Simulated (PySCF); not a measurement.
Run record: geometry optimisation, `Clc1ncco1`.

Method: CAM-B3LYP/def2-SVP geometry optimisation, gas phase (PySCF 2.14.0). Start geometry: GFN2-xTB. A driver script takes a list of jobs; this job's settings line and coordinates (Å) are shown.

Input:
```
{"job": {"xc": "CAM-B3LYP", "basis": "def2-SVP", "grid": 1, "kind": "geom"}, "charge": 0, "multiplicity": 1}
Cl     2.786123    -0.015983     0.600149
C      1.145257     0.061758     0.245055
N      0.472527     1.118043    -0.069542
C     -0.803994     0.666090    -0.261136
C     -0.830066    -0.673238    -0.046073
O      0.424394    -1.068544     0.280736
H     -1.588375     1.339001    -0.535308
H     -1.596809    -1.417714    -0.082966
```

Output:
```
step   0  E = -705.24163664  max force = 0.014034
step   1  E = -705.23395267  max force = 0.022860
step   2  E = -705.24099975  max force = 0.009414
step   3  E = -705.24216216  max force = 0.006753
step   4  E = -705.24232064  max force = 0.009836
step   5  E = -705.24267507  max force = 0.004083
step   6  E = -705.24274038  max force = 0.002043
step   7  E = -705.24276902  max force = 0.000775
step   8  E = -705.24277571  max force = 0.000247
optimisation converged
```

Energies in Eh; «max force» is the largest Cartesian gradient component in Eh/bohr.

Question: Give the first gradient maximum in eV/Å.

Answer: With 1 Eh/bohr = 51.422 eV/Å, 0.722 eV/Å.

Question: At which steps does the energy rise by more than 1e-5 Eh?

Answer: At step 1 (+7.68 mEh).

Main results: final energy -705.24278 Eh after 8 steps; dipole 2.10 D.

Question: Give the final coordinates.

Answer: 0.021 Å rms from the input after alignment:
```
atom  x, y, z in Å
Cl1    2.7480    0.1068    0.9853
C2     1.1629    0.1249    0.3766
N3     0.6825    0.8687   -0.5517
C4    -0.6396    0.4743   -0.6463
C5    -0.8729   -0.5070    0.2566
O6     0.2936   -0.7369    0.9212
H7    -1.3261    0.9252   -1.3592
H8    -1.7315   -1.1060    0.5425
```

Question: Estimate the wall time. Hardware: Arm Neoverse V1, one thread, no GPU (shared host). And the peak memory of the process?

Answer: About 34 s, with 0.54 GiB resident at the peak, the Python interpreter and its libraries included.
Labels such as C1 count atoms from 1, the log's own numbers from 0.
